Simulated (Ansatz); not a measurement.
in.yaml

```yaml
crystal:
  periodic: [false, false, false]
  atoms:
    - {symbol: Ge, position_ang: [-0.000768, -0.020366, 0.330462]}
    - {symbol: B, position_ang: [-0.065137, -0.020367, -1.617422]}
    - {symbol: H, position_ang: [1.162144, -0.020365, -1.017088]}
    - {symbol: H, position_ang: [-0.140591, -1.059080, -2.219120]}
    - {symbol: H, position_ang: [-0.267518, 2.765605, -3.231262]}
basis:
  gaussian: {orbitals: cc-pVTZ}
magnetization: {spin_polarized: false}
correlation: {method: ccsdt_q, electrons: outside_noble_gas}
```

```sh
$ ansatz run in.yaml --threads 2 --pin off --events-out ev --progress --plain --max-ram 16896MiB --backend cuda --devices 0, --max-vram 18GiB
```

**Question.** Roughly how long does this take on 2 threads of AMD EPYC 7R13 with a shared H100 80 GB, shared host, and how much host memory?

**Answer.** 13 s wall and 0.84 GiB.

```
1370 factors; integrals over basis functions are off by at most 1.9e-7 eV
mean field evaluation 1: about -57183.7524 eV, gradient 1.7e1 eV
mean field evaluation 2: about -57183.8192 eV, gradient 1.7e1 eV
mean field evaluation 4: about -57185.9463 eV, gradient 4.0e0 eV
mean field evaluation 8: about -57186.1559 eV, gradient 8.8e-1 eV
mean field evaluation 16: about -57186.1813 eV, gradient 6.1e-5 eV
mean field evaluation 32: about -57185.3561 eV, gradient 6.3e0 eV
mean field evaluation 64: about -57176.5929 eV, gradient 6.3e0 eV
mean field -57186.18128770 eV, -2101.5534001369 hartree, gradient 2.5e-6 eV, S^2 0.000000; 3 other end points of the search recorded, 0 dependent functions left out; unrestricted orbitals would lower it
mean field evaluation 96: about -57186.5360 eV, gradient 2.6e1 eV
mean field evaluation 128: about -57188.2517 eV, gradient 2.3e0 eV
mean field evaluation 160: about -57188.6180 eV, gradient 1.9e0 eV
unrestricted determinant -57188.85741855 eV, -2101.6517461318 hartree, S^2 1.1919
15 core orbitals not correlated: weight in the atoms' cores, before any rotation towards them, 1.000 or more for the frozen orbitals, at most 0.000 for the correlated occupied ones
reference -57186.18128770 eV, -2101.5534001369 hartree; 5, 5 occupied and 95, 95 virtual orbitals, 1370 factors
second order -6.45338359 eV of doubles, -0.00000000 eV of singles
...
cycle  21  -8.99543258 eV  change    8.8e-6 eV  update   4.3e-5
cycle  22  -8.99541939 eV  change    1.3e-5 eV  update   2.4e-5
cycle  23  -8.99540169 eV  change    1.8e-5 eV  update   1.3e-5
cycle  24  -8.99540615 eV  change   -4.5e-6 eV  update   8.1e-6
cycle  25  -8.99541598 eV  change   -9.8e-6 eV  update   4.4e-6
cycle  26  -8.99542039 eV  change   -4.4e-6 eV  update   2.6e-6
cycle  27  -8.99542434 eV  change   -3.9e-6 eV  update   1.8e-6
cycle  28  -8.99542397 eV  change    3.7e-7 eV  update   1.1e-6
cycle  29  -8.99542357 eV  change    4.1e-7 eV  update   7.7e-7
cycle  30  -8.99542427 eV  change   -7.1e-7 eV  update   5.6e-7
perturbative correction -0.11228374 eV, -0.0041263512 hartree
WARN: these amplitudes may be one of several solutions (largest doubles amplitude 0.71, level shift 1.41 eV)
Total energy: -57195.28899571 eV, -2101.8881022329 hartree
```

The T1 diagnostic is 0.103.
